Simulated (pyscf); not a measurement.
acetonitrile (H₃C–C≡N) + H atom (H•) → •C≡N + methane (CH₄), a substitution at C (doublet surface; C–C broken, C–H formed). Single points on ωB97X-D3(BJ)/def2-SVP structures (PySCF, gas phase). MP2 and CC: frozen core, UHF for open shells. ΔMP2 is the change of the MP2 total energy from the triple- to the quadruple-zeta basis. Energies in kcal/mol from the separated reactants.

Small-basis levels: PySCF, no dispersion term, spherical d functions. AM1 to PM7: differences of heats of formation from MOPAC. GFN2-xTB: tblite. Open shells are spin-unrestricted. 

```csv
level,barrier,reaction energy
SVWN5/6-31G*,31.2,+23.6
BP86/6-31G*,33.9,+13.5
PBE/6-31G*,36.7,+18.0
B3LYP/STO-3G,35.8,-5.3
B3LYP/3-21G,39.9,+18.0
B3LYP/LANL2DZ,38.3,+15.0
B3LYP/6-31G*,40.2,+15.9
B3LYP/6-311+G**,…,+16.0
PBE/def2-SVP,37.1,+20.6
GFN2-xTB,51.2,+26.2
PM6,…,+18.4
PM7,35.7,+19.0
CCSD(T)/def2-TZVPP + ΔMP2(QZVPP),…,+16.1
```

Fill in the missing entries.


- B3LYP/6-311+G**, barrier: 39.2
- PM6, barrier: 34.1
- CCSD(T)/def2-TZVPP + ΔMP2(QZVPP), barrier: 43.3

Against the last row the barrier runs from -12.1 (SVWN5/6-31G*) to +7.9 kcal/mol (GFN2-xTB). CCSD(T)/def2-TZVPP + ΔMP2(QZVPP) has limits of its own. The same reactants have a lower exit, to H₃C–C•=NH (barrier +8.7 kcal/mol at ωB97M-D3(BJ), against +43.3 kcal/mol here). One saddle was located; it need not be the lowest between these sides. The angle at the attacked C is 180°. The CCSD(T) − MP2 part came from Ansatz, without density fitting, on the same reference. An open-shell T1 diagnostic exceeds 0.045. A UHF reference is spin-contaminated (<S²> up to 1.14), which harms MP2 most.
